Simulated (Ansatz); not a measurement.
Job for Ansatz (a program for electronic structure): R-RI-MP2/aug-cc-pVTZ on H2O (SMILES O) with ghost functions. Files ending in .json are basis or fitting sets from the Basis Set Exchange.

Ansatz 0.2 input:
```yaml
crystal:
  periodic: [false, false, false]
  atoms:
    - {symbol: O, position_ang: [2.12458446, 0.34074234, -0.00076118]}
    - {symbol: H, position_ang: [2.56378846, 0.72889434, -0.76063418]}
    - {symbol: H, position_ang: [2.56246846, 0.74334634, 0.75232782]}
basis:
  gaussian:
    orbitals: aug-cc-pVTZ
    fitting: {mean_field: def2-universal-JKFIT, correlation: aug-cc-pVTZ-RIFIT.json}
    ghost_atoms:
      - {symbol: O, position_ang: [-1.02234054, 0.44484334, -0.00345818]}
      - {symbol: H, position_ang: [-0.05807154, 0.41237134, -0.00310418]}
      - {symbol: C, position_ang: [-1.48376954, -0.89060866, 0.00481482]}
      - {symbol: H, position_ang: [-2.57005554, -0.85922166, 0.00395182]}
      - {symbol: H, position_ang: [-1.16174454, -1.45009266, -0.87671418]}
      - {symbol: H, position_ang: [-1.16280654, -1.43878766, 0.89380782]}
magnetization: {spin_polarized: false}
correlation: {method: mp2, electrons: outside_noble_gas}
scf: {lower_state_search: off}
```

It printed:

```
WARN ansatz: RAYON_NUM_THREADS=1 ignored (pool sized by the plan → 1); use --threads N
Functional definition: HF
these checks for a lower state are left out or cut short: stability, starts, cluster_reference, orbital_swaps, neighbouring_geometries, increment
integrals: 0.22 GiB planned
337 factors; integrals over basis functions are off by at most 9.6e-1 eV
mean field: 0.38 GiB planned
mean field evaluation 1: about -2067.8348 eV, gradient 3.4e1 eV
mean field evaluation 2: about -2068.9824 eV, gradient 2.2e1 eV
mean field evaluation 4: about -2069.7105 eV, gradient 3.3e-1 eV
mean field -2069.71098051 eV, -76.0604756333 hartree, gradient 1.0e-6 eV, S^2 0.000000; 0 other end points of the search recorded, 0 dependent functions left out
1 core orbitals not correlated
594 factors; their error is unknown
reference -2069.71098051 eV, -76.0604756333 hartree; 4, 4 occupied and 271, 271 virtual orbitals, 594 factors
second order -7.31536005 eV of doubles, -0.00000000 eV of singles
Total energy: -2077.02634056 eV, -76.3293101566 hartree
Checks for a lower state left out: stability, starts, cluster_reference, orbital_swaps, neighbouring_geometries, increment
```

The run converged.

Cost: around 2.2 core-seconds (rough).
